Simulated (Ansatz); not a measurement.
Molecule: SiCl₃ (charge 0, doublet). It need not be the lowest isomer of its formula. 
Structure (B3LYP-D3(BJ)/def2-TZVP (Ansatz, a quantum-chemistry and plane-wave program) minimum search):
SMILES: Cl[Si](Cl)Cl
```xyz
4

Si     0.3143     0.3107     0.3116
Cl    -0.8706    -0.8817     1.4995
Cl     1.4921    -0.8763    -0.8886
Cl    -0.8803     1.5021    -0.8675
```
Charge 0, spin multiplicity 2.

Quantity: atomisation energy (electronic, to ground-state atoms); the coupled-cluster value holds the core correlation from cc-pwCVTZ, in eV. Correlated levels leave the core frozen unless marked. UHF or UKS for open shells. Spin-orbit coupling is left out. No relativistic terms. CBS marks a two-point X^-3 extrapolation of the correlation energy; Hartree-Fock from the larger set. The bracket is a focal-point correction in the basis named.

Level to compare with: RI-MP2/CBS(cc-pV(T+d)Z,cc-pV(Q+d)Z)+[CCSD(T)-MP2]/cc-pV(T+d)Z plus the core term (Ansatz), 11.93 eV. It is a level with limits of its own, and the differences hold the functionals' basis error too.

### Question
Rank these functionals by how close they come to RI-MP2/CBS(cc-pV(T+d)Z,cc-pV(Q+d)Z)+[CCSD(T)-MP2]/cc-pV(T+d)Z, closest first: wB97X-V/def2-TZVPD (Ansatz); SVWN5/def2-TZVPD (Ansatz); CAM-B3LYP/def2-TZVPD (Ansatz).

### Answer
wB97X-V/def2-TZVPD (range-separated hybrid with VV10, 12.02 eV, difference 0.09), CAM-B3LYP/def2-TZVPD (range-separated hybrid, 11.50 eV, difference -0.43), SVWN5/def2-TZVPD (LDA, 13.96 eV, difference 2.03)
